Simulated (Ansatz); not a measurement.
Elastic constant C11 (GPa) of solids drawn from the class of carbides, at two levels: PBE (plane waves, PAW; Ansatz, a program for electronic structure), and LDA (Ansatz, plane waves, PAW).

| solid | PBE | LDA |
|---|---|---|
| hexagonal WC | 702 | 758 |
| rock-salt TaC | 719 | ? |
| rock-salt HfC | 497 | 567 |
| rock-salt TiC | 511 | 588 |
| antifluorite Be2C | 572 | 608 |
| rock-salt NbC | 657 | 743 |
| rock-salt ZrC | 458 | 521 |

### Question
Estimate the withheld LDA value from the other rows.

### Answer
One way: carry over the typical ratio. The ratios LDA / PBE of the other rows, in order: 1.063, 1.080, 1.131, 1.138, 1.141, 1.151; median 1.1345. Rock-salt TaC: 719 × 1.1345 = 816 GPa; the run gives 811 GPa. The ratios spread from 1.063 to 1.151, so such an estimate is rough.

Over all 7 rows LDA is the larger in 7.

Ansatz's runs of these crystals have no spin polarisation.

Spin–orbit coupling is left out, also for the solids with elements from indium on (hexagonal WC, rock-salt TaC, rock-salt HfC); its size isn't shown.

Each level is taken at its own relaxed cell. Ansatz's density-functional and Hartree–Fock values are scalar-relativistic unless marked +SOC, with PAW data made under PBE.
